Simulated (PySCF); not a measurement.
C2H5O, SMILES CC[O], multiplicity 2. Coordinates come from a PBE-D3(BJ)/def2-TZVP optimisation. The isomer is the one that the SMILES or the coordinates give; other isomers of the formula were not compared.

Level of theory: PySCF with PBE-D3(BJ)/def2-TZVP.

Harmonic wavenumbers (cm⁻¹): 168, 299, 427, 826, 867, 1061, 1068, 1170, 1240, 1328, 1350, 1430, 1439, 2747, 2757, 2973, 3048, 3056. Rotational constants (GHz): 40.29, 9.488, 8.474; symmetry number 1.

Task: Work out the zero-point energy and the ideal-gas rigid-rotor harmonic-oscillator thermochemistry at 298.15 K and 1 atm.

Result: ZPE = ½ Σ hcν = ½ × 27256 cm⁻¹ = 163.02 kJ/mol. H − E(el) = 177.07 kJ/mol. Entropy in J/(mol K): translation 156.24, rotation 92.56, vibration 22.58, spin 5.76, total 277.14. G − E(el) = 94.44 kJ/mol. Cp = 65.06 J/(mol K).
